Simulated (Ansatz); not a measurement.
AlH5Si, SMILES [AlH2][SiH3], a single point in a Gaussian basis

With Ansatz 0.2.0, Python API.

Run as a notebook:

In [1]:
```python
import json

import ansatz as az
```

In [2]:
```python
geometry_ang = [
    ('Al', (-0.2945, -1.3363, 0.0898)),
    ('Si', (0.2481, 0.9856, -0.0673)),
    ('H', (0.6911, -2.3615, 0.578)),
    ('H', (-1.7375, -1.75, -0.3419)),
    ('H', (0.1157, 1.436, -1.4757)),
    ('H', (-0.6342, 1.797, 0.7978)),
    ('H', (1.6725, 1.1611, 0.3737)),
]
system = az.Crystal.molecule()
for symbol, xyz in geometry_ang:
    system = system.atom(symbol, xyz)
```

In [3]:
```python
job = (
    system.calculation()
    .basis(gaussian='pcseg-2')
    .correlation('ccsd')
)
result = job.run(threads=1)
summary = result.report
```

In [4]:
```python
summary['published_state_doubts']
```
Out [4]:
```text
[]
```

In [5]:
```python
{key: value for key, value in summary.items() if isinstance(value, (int, float)) and 'ev' in key}
```
Out [5]:
```text
{'free_energy_ev': -14530.670590722048, 'reference_energy_ev': -14523.817378403866}
```

In [6]:
```python
summary['reference_energy_ev']
```
Out [6]:
```text
-14523.817378403866
```

In [7]:
```python
print('reference energy %16.6f eV' % summary['reference_energy_ev'])
print('total energy     %16.6f eV' % summary['free_energy_ev'])
print('occupied (up, down):', summary['n_occupied'], ' virtual:', summary['n_virtual'], ' frozen:', summary['n_frozen'])
```
```text
reference energy    -14523.817378 eV
total energy        -14530.670591 eV
occupied (up, down): [6, 6]  virtual: [122, 122]  frozen: 10
```

In [8]:
```python
print('correlation energy', round(summary['free_energy_ev'] - summary['reference_energy_ev'], 5), 'eV')
cluster = summary['correlation'].get('coupled_cluster')
if cluster:
    print('cycles', cluster['cycles'], ' T1 diagnostic', round(cluster['t1_diagnostic'], 4), ' largest double', round(cluster['largest_double'], 4))
with open('alh5si.json', 'w') as handle:
    json.dump({k: summary[k] for k in ('free_energy_ev', 'reference_energy_ev', 'n_occupied', 'n_virtual')}, handle, indent=1)
```
```text
correlation energy -6.85321 eV
cycles 9  T1 diagnostic 0.0105  largest double 0.0251
```

It writes `alh5si.json`:
```json
{
 "free_energy_ev": -14530.670590722048,
 "reference_energy_ev": -14523.817378403866,
 "n_occupied": [
  6,
  6
 ],
 "n_virtual": [
  122,
  122
 ]
}
```

Notes:
- Total energies depend on the basis set; only differences at equal settings carry meaning.
- The geometry is a force-field or estimated start, not a minimum of this method, and the basis set is short of its limit.
- Inner cores stay frozen, so this is valence correlation.
- Finished in 3.1 s on 1 thread of AMD EPYC 9R45 96-Core Processor (Zen 5) (shared host), peak memory 0.72 GiB.

(Lines on the test bed's own set-up are left out of the output.)
